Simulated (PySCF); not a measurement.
An unknown gives this computed stick spectrum. Theory: TDDFT CAM-B3LYP/def2-SVPD, vertical, gas phase, core orbitals frozen in the response (PySCF). Geometries: PBE0-D3(BJ)/def2-SVP, one conformer each.

```json
{"state": "S1", "ν̃ (cm⁻¹)": "28940", "f": "0.0000", "main configurations (H = HOMO, L = LUMO)": "H→L (95%)"}
{"state": "S2", "ν̃ (cm⁻¹)": "49880", "f": "0.017", "main configurations (H = HOMO, L = LUMO)": "H→L+1 (87%)"}
{"state": "S3", "ν̃ (cm⁻¹)": "51090", "f": "0.0020", "main configurations (H = HOMO, L = LUMO)": "H-1→L (32%), H-1→L+4 (12%), H-1→L+1 (12%)"}
{"state": "S4", "ν̃ (cm⁻¹)": "53150", "f": "0.0058", "main configurations (H = HOMO, L = LUMO)": "H-2→L (43%), H-2→L+4 (12%)"}
{"state": "S5", "ν̃ (cm⁻¹)": "53720", "f": "0.0042", "main configurations (H = HOMO, L = LUMO)": "H-2→L+3 (22%), H-1→L+3 (19%), H-1→L (15%)"}
{"state": "S6", "ν̃ (cm⁻¹)": "56110", "f": "0.0051", "main configurations (H = HOMO, L = LUMO)": "H-1→L (22%), H-1→L+1 (16%), H-2→L (15%)"}
{"state": "S7", "ν̃ (cm⁻¹)": "56340", "f": "0.019", "main configurations (H = HOMO, L = LUMO)": "H-2→L (16%), H-1→L (16%), H-2→L+1 (11%)"}
{"state": "S8", "ν̃ (cm⁻¹)": "58390", "f": "0.032", "main configurations (H = HOMO, L = LUMO)": "H→L+3 (60%), H→L+5 (13%)"}
{"state": "S9", "ν̃ (cm⁻¹)": "60490", "f": "0.0059", "main configurations (H = HOMO, L = LUMO)": "H→L+2 (48%), H→L+4 (10%)"}
{"state": "S10", "ν̃ (cm⁻¹)": "60960", "f": "0.097", "main configurations (H = HOMO, L = LUMO)": "H→L+5 (43%), H→L+4 (22%), H-2→L+1 (11%)"}
```

Task: Which candidate is it?
A. `C#CCC=C=O`
B. `O=C1C=CC=C1`
C. `C=CC(N)=O`

Result: A. Its S1 lies at 3.59 eV; the nearest of the others has S1 at 2.98 eV. S1 is HOMO→LUMO (95%). Löwdin shares by element: HOMO carbon 66% or more, oxygen 22%; LUMO carbon 50% or more, oxygen 30%, hydrogen 7% or more. At the same level the other candidates give, for their lowest levels:
- `O=C1C=CC=C1`: 2.98 eV (f 0.000); 3.15 eV (f 0.007); 6.32 eV (f 0.181); 6.68 eV (f 0.002); 7.08 eV (f 0.000); T1 1.95 eV; HOMO -8.55, LUMO -1.83 eV
- `C=CC(N)=O`: 4.85 eV (f 0.000); 6.29 eV (f 0.043); 6.69 eV (f 0.416); 7.27 eV (f 0.012); 7.46 eV (f 0.050); T1 3.90 eV; HOMO -9.05, LUMO -0.05 eV

Shape of the structure used: `[CH:1]#[C:2][CH2:3][CH:4]=[C:5]=[O:6]`: C2–C3–C4–C5 112°.
Triplets come from the Tamm–Dancoff approximation.
